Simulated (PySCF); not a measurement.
**Ways to converge the SCF of BH⁺**

Aim: find out which solver settings change the answer for BH⁺.

Program: PySCF 2.14.0. Level of theory: method and basis as typed in the scripts. These are calculated values, not measurements.

## (1) The system as given

BH⁺: 2 atoms, charge 1, spin multiplicity 2.

Bond lengths: B1–H2 1.235 Å.

## (2) Base script

input.py reads:

```python
from pyscf import gto, scf

mol = gto.M(
    atom='B 0 0 0; H 0 0 1.235',
    basis='6-311++g**',
    charge=1,
    spin=1,
    symmetry=True,
    verbose=4,
)
mf = scf.UHF(mol)
mf.kernel()
mf.analyze()
print('orbital energies (hartree):', [e[max(0, n-3):n+3].round(4) for e, n in zip(mf.mo_energy, mol.nelec)])
```

Launch:

```
$ OMP_NUM_THREADS=1 python input.py
```

Its log is not repeated here.

In short: E(SCF) = -24.818541 Eh, 10 cycles, ⟨S²⟩ = 0.756.

The bond length is a typed value, not an optimised one. The dipole of an ion depends on the origin.

## (3) Initial guess sap

Edit 1 changes initial guess: minao → sap.

input.py reads:

```python
from pyscf import gto, scf

mol = gto.M(
    atom='B 0 0 0; H 0 0 1.235',
    basis='6-311++g**',
    charge=1,
    spin=1,
    symmetry=True,
    verbose=4,
)
mf = scf.UHF(mol)
mf.init_guess = 'sap'
mf.kernel()
mf.analyze()
print('orbital energies (hartree):', [e[max(0, n-3):n+3].round(4) for e, n in zip(mf.mo_energy, mol.nelec)])
```

Launch:

```
$ OMP_NUM_THREADS=1 python input.py
```

## (4) Smearing width 0.05 hartree

Edit 2 changes smearing width: none → 0.05 hartree.

Changes to input.py since step 2:

```diff
@@ -11,2 +11,3 @@
 mf = scf.UHF(mol)
+mf = scf.addons.smearing_(mf, sigma=0.05, method='fermi')
 mf.kernel()
```

## (5) Smearing width 0.01 hartree

Edit 3 changes smearing width: none → 0.01 hartree.

Changes to input.py since step 2:

```diff
@@ -11,2 +11,3 @@
 mf = scf.UHF(mol)
+mf = scf.addons.smearing_(mf, sigma=0.01, method='fermi')
 mf.kernel()
```

## (6) Level shift 0.5 hartree

Edit 4 changes level shift: none → 0.5 hartree.

Changes to input.py since step 2:

```diff
@@ -11,2 +11,3 @@
 mf = scf.UHF(mol)
+mf.level_shift = 0.5
 mf.kernel()
```

## (7) Initial guess atom

Edit 5 changes initial guess: minao → atom.

Changes to input.py since step 2:

```diff
@@ -11,2 +11,3 @@
 mf = scf.UHF(mol)
+mf.init_guess = 'atom'
 mf.kernel()
```

Before running it: what results should come out? Wanted: for each run, E(SCF); from base; gap, α spin.

The runs gave:

```
                        run  E(SCF) (hartree)  from base (eV)  cycles  gap, α spin (eV)
                       base        -24.818541               0      10             14.69
          initial guess sap        -24.818541          0.0000       9             14.69
smearing width 0.05 hartree        -24.678977  not comparable      12               n/a
smearing width 0.01 hartree        -24.683582  not comparable       7               n/a
    level shift 0.5 hartree        -24.818541          0.0000      15             14.69
         initial guess atom        -24.818541          0.0000      10             14.69
```

Distance from each run's final energy (log10 hartree) by cycle:

```
                        run  cycle 1  cycle 2  cycle 3  cycle 5  cycle 8  cycle 12
                       base     -1.1     -1.9     -2.6     -4.2     -8.8      done
          initial guess sap     -1.9     -3.1     -3.8     -5.4     -9.7      done
smearing width 0.05 hartree     -1.1     -2.2     -3.3     -5.6     -8.0      -9.9
smearing width 0.01 hartree     -1.4     -2.7     -3.6     -6.7     done      done
    level shift 0.5 hartree     -1.1     -1.5     -1.9     -2.8     -4.8      -7.7
         initial guess atom     -1.2     -1.9     -2.6     -4.2     -9.0      done
```

**Reading.** No change of the SCF energy comes from initial guess sap or level shift 0.5 hartree or initial guess atom. The base needs 10 cycles and the run with level shift 0.5 hartree needs 15.
